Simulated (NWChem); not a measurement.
The numbers come from NWChem runs, not from measurements. System: H4Si, charge 0, spin multiplicity 1, at a geometry optimised with PBE/def2-SVP. The structure started from a generated list of species. Level: PBE0/6-31G* (spherical d).

Output (cleaned and shortened):

```
             Northwest Computational Chemistry Package (NWChem) 7.3.0
             --------------------------------------------------------

                                NWChem Input Module
                                -------------------

 Scaling coordinates for geometry "geometry" by  1.889725989
 (inverse scale =  0.529177249)

 Turning off AUTOSYM since
 SYMMETRY directive was detected!

                             Geometry "geometry" -> ""
                             -------------------------

 Output coordinates in angstroms (scale by  1.889725989 to convert to a.u.)

  No.       Tag          Charge          X              Y              Z
 ---- ---------------- ---------- -------------- -------------- --------------
    1 Si                  14.0000     0.00000000     0.00000000     0.00000000
    2 H                    1.0000     1.22727200     0.00000000    -0.86782800
    3 H                    1.0000    -1.22727200     0.00000000    -0.86782800
    4 H                    1.0000     0.00000000     1.22727200     0.86782800
    5 H                    1.0000     0.00000000    -1.22727200     0.86782800

 Effective nuclear repulsion energy (a.u.)      21.0086891927

            Nuclear Dipole moment (a.u.)
            ----------------------------
        X                 Y               Z
 ---------------- ---------------- ----------------
     0.0000000000     0.0000000000     0.0000000000

      Symmetry information
      --------------------

 Group name             C2v
 Group number             16
 Group order               4
 No. of unique centers     3

      Symmetry unique atoms

     1    2    4


 Summary of "ao basis" -> "" (spherical)
 ------------------------------------------------------------------------------
       Tag                 Description            Shells   Functions and Types
 ---------------- ------------------------------  ------  ---------------------
 *                           6-31g*                   on all atoms

                                 NWChem DFT Module
                                 -----------------

 Summary of "ao basis" -> "ao basis" (spherical)
 ------------------------------------------------------------------------------
       Tag                 Description            Shells   Functions and Types
 ---------------- ------------------------------  ------  ---------------------
 Si                          6-31g*                  8       18   4s3p1d
 H                           6-31g*                  2        2   2s

 Summary of "ao basis" -> "ao basis" (spherical)
 ------------------------------------------------------------------------------
       Tag                 Description            Shells   Functions and Types
 ---------------- ------------------------------  ------  ---------------------
 Si                          6-31g*                  8       18   4s3p1d
 H                           6-31g*                  2        2   2s

      Symmetry analysis of basis
      --------------------------

        a1         13
        a2          1
        b1          6
        b2          6

            General Information
            -------------------
          SCF calculation type: DFT
          Wavefunction type:  closed shell.
          No. of atoms     :     5
          No. of electrons :    18
           Alpha electrons :     9
            Beta electrons :     9
          Charge           :     0
          Spin multiplicity:     1
          Use of symmetry is: on ; symmetry adaption is: on
          Maximum number of iterations: 100
          AO basis - number of functions:    26
                     number of shells:    16
          Convergence on energy requested:  1.00D-06
          Convergence on density requested:  1.00D-05
          Convergence on gradient requested:  5.00D-04

              XC Information
              --------------
                         PBE0 Method XC Functional
                     Hartree-Fock (Exact) Exchange  0.250
          PerdewBurkeErnzerhof Exchange Functional  0.750
            Perdew 1991 LDA Correlation Functional  1.000 local
           PerdewBurkeErnz. Correlation Functional  1.000 non-local

             Grid Information
[...]
 LUMO         =       0.114241

      Symmetry analysis of molecular orbitals - initial
      -------------------------------------------------

 !! scf_movecs_sym_adapt:   12 vectors were symmetry contaminated

  Symmetry fudging

 !! scf_movecs_sym_adapt:   12 vectors were symmetry contaminated

  Numbering of irreducible representations:

     1 a1          2 a2          3 b1          4 b2

  Orbital symmetries:

     1 a1          2 a1          3 a1          4 b2          5 b1
     6 a1          7 a1          8 b1          9 b2         10 b2
    11 b1         12 a1         13 a1         14 a1         15 a1
    16 b1         17 b2         18 a1         19 a2

------------------------------------------------------------
EAF file 0: "./mol.aoints.0" size=524288 bytes
------------------------------------------------------------
               write      read    awrite     aread      wait
               -----      ----    ------     -----      ----
     calls:        1         0         0         0         0
   data(b): 5.24e+05  0.00e+00  0.00e+00  0.00e+00
   time(s): 0.00e+00  0.00e+00  0.00e+00  0.00e+00  0.00e+00
rate(mb/s): 0.00e+00  0.00e+00
------------------------------------------------------------

 !! scf_movecs_sym_adapt:    2 vectors were symmetry contaminated

  Symmetry fudging

 !! scf_movecs_sym_adapt:    2 vectors were symmetry contaminated

   convergence    iter        energy       DeltaE   RMS-Dens  Diis-err    time
 ---------------- ----- ----------------- --------- --------- ---------  ------
 d= 0,ls=0.0,diis     1   -291.7144920884 -3.13D+02  1.10D-02  5.28D-02     0.3
 d= 0,ls=0.0,diis     2   -291.7233402879 -8.85D-03  4.15D-03  4.11D-03     0.4
 d= 0,ls=0.0,diis     3   -291.7241733057 -8.33D-04  1.03D-03  6.94D-04     0.4
 d= 0,ls=0.0,diis     4   -291.7243024730 -1.29D-04  3.54D-05  2.14D-07     0.5
 d= 0,ls=0.0,diis     5   -291.7243025436 -7.07D-08  2.06D-06  2.81D-09     0.5

         Total DFT energy =     -291.724302543640
      One electron energy =     -445.181554538962
           Coulomb energy =      154.672807628926
    Exchange-Corr. energy =      -22.224244826301
 Nuclear repulsion energy =       21.008689192696

 Numeric. integr. density =       18.000003138115

     Total iterative time =      0.4s

                  Occupations of the irreducible representations
                  ----------------------------------------------

                     irrep           alpha         beta
                     --------     --------     --------
                     a1                5.0          5.0
                     a2                0.0          0.0
                     b1                2.0          2.0
                     b2                2.0          2.0

                       DFT Final Molecular Orbital Analysis
                       ------------------------------------

 Vector    7  Occ=2.000000D+00  E=-3.603642D-01  Symmetry=a1
              MO Center= -7.0D-11,  1.6D-11,  5.7D-11, r^2= 2.5D+00
   Bfn.  Coefficient  Atom+Function         Bfn.  Coefficient  Atom+Function
  ----- ------------  ---------------      ----- ------------  ---------------
     9      0.411686  1 Si pz                20     -0.190439  2 H  s
    22     -0.190439  3 H  s                 24      0.190439  4 H  s
    26      0.190439  5 H  s                  5     -0.170951  1 Si pz
    19     -0.168513  2 H  s                 21     -0.168513  3 H  s
    23      0.168513  4 H  s                 25      0.168513  5 H  s

 Vector    8  Occ=2.000000D+00  E=-3.603621D-01  Symmetry=b2
              MO Center=  8.8D-29, -1.6D-11,  5.8D-01, r^2= 2.1D+00
   Bfn.  Coefficient  Atom+Function         Bfn.  Coefficient  Atom+Function
  ----- ------------  ---------------      ----- ------------  ---------------
     8      0.411687  1 Si py                24      0.269324  4 H  s
    26     -0.269324  5 H  s                 23      0.238313  4 H  s
    25     -0.238313  5 H  s                  4     -0.170951  1 Si py
    12      0.092028  1 Si py                15      0.078345  1 Si d -1

 Vector    9  Occ=2.000000D+00  E=-3.603621D-01  Symmetry=b1
              MO Center=  7.0D-11,  3.4D-28, -5.8D-01, r^2= 2.1D+00
   Bfn.  Coefficient  Atom+Function         Bfn.  Coefficient  Atom+Function
  ----- ------------  ---------------      ----- ------------  ---------------
     7      0.411687  1 Si px                20      0.269324  2 H  s
    22     -0.269324  3 H  s                 19      0.238313  2 H  s
    21     -0.238313  3 H  s                  3     -0.170951  1 Si px
    11      0.092028  1 Si px                17      0.078345  1 Si d  1

 Vector   10  Occ=0.000000D+00  E= 5.632018D-02  Symmetry=b2
              MO Center=  3.5D-31,  7.0D-16, -3.4D-01, r^2= 4.0D+00
   Bfn.  Coefficient  Atom+Function         Bfn.  Coefficient  Atom+Function
  ----- ------------  ---------------      ----- ------------  ---------------
    12      1.308944  1 Si py                24     -0.927618  4 H  s
    26      0.927618  5 H  s                  8      0.327048  1 Si py
    15     -0.145523  1 Si d -1              23     -0.125210  4 H  s
    25      0.125210  5 H  s                  4     -0.104652  1 Si py

 Vector   11  Occ=0.000000D+00  E= 5.632018D-02  Symmetry=b1
              MO Center=  5.7D-16, -2.2D-32,  3.4D-01, r^2= 4.0D+00
   Bfn.  Coefficient  Atom+Function         Bfn.  Coefficient  Atom+Function
  ----- ------------  ---------------      ----- ------------  ---------------
    11      1.308944  1 Si px                20     -0.927618  2 H  s
    22      0.927618  3 H  s                  7      0.327048  1 Si px
    17     -0.145523  1 Si d  1              19     -0.125210  2 H  s
    21      0.125210  3 H  s                  3     -0.104652  1 Si px

 Vector   12  Occ=0.000000D+00  E= 5.632413D-02  Symmetry=a1
              MO Center=  3.2D-16,  7.2D-16, -3.2D-09, r^2= 4.1D+00
   Bfn.  Coefficient  Atom+Function         Bfn.  Coefficient  Atom+Function
  ----- ------------  ---------------      ----- ------------  ---------------
    13      1.308989  1 Si pz                20      0.655941  2 H  s
    22      0.655941  3 H  s                 24     -0.655941  4 H  s
    26     -0.655941  5 H  s                  9      0.327036  1 Si pz
    18      0.145525  1 Si d  2               5     -0.104648  1 Si pz
    19      0.088535  2 H  s                 21      0.088535  3 H  s

 center of mass
 --------------
 x =   0.00000000 y =   0.00000000 z =   0.00000000

 moments of inertia (a.u.)
 ------------------
          21.683644189977           0.000000000000           0.000000000000
           0.000000000000          21.683644189977           0.000000000000
           0.000000000000           0.000000000000          21.683253242821

     Multipole analysis of the density
     ---------------------------------

     L   x y z        total         alpha         beta         nuclear
     -   - - -        -----         -----         ----         -------
     0   0 0 0     -0.000000     -9.000000     -9.000000     18.000000

     1   1 0 0     -0.000000     -0.000000     -0.000000      0.000000
     1   0 1 0      0.000000      0.000000      0.000000      0.000000
     1   0 0 1     -0.000000     -0.000000     -0.000000      0.000000

     2   2 0 0    -12.229464    -11.493457    -11.493457     10.757450
     2   1 1 0      0.000000      0.000000      0.000000      0.000000
     2   1 0 1     -0.000000     -0.000000     -0.000000      0.000000
     2   0 2 0    -12.229464    -11.493457    -11.493457     10.757450
     2   0 1 1      0.000000      0.000000      0.000000      0.000000
     2   0 0 2    -12.229461    -11.493649    -11.493649     10.757837

 Task  times  cpu:        0.5s     wall:        0.5s

 Total times  cpu:        0.5s     wall:        0.5s
```

Problem. Write an NWChem input that would produce this output.

Solution. This is not unique; one that fits is 
```
start mol
memory heap 200 mb stack 900 mb global 1100 mb
geometry units angstroms nocenter noautoz
  Si     0.000000     0.000000     0.000000
  H      1.227272     0.000000    -0.867828
  H     -1.227272     0.000000    -0.867828
  H      0.000000     1.227272     0.867828
  H      0.000000    -1.227272     0.867828
  symmetry group C2v
end
basis spherical
  * library 6-31g*
end
dft
  xc pbe0
  semidirect memsize 60000000 filesize 0
  iterations 100
end
task dft energy
```
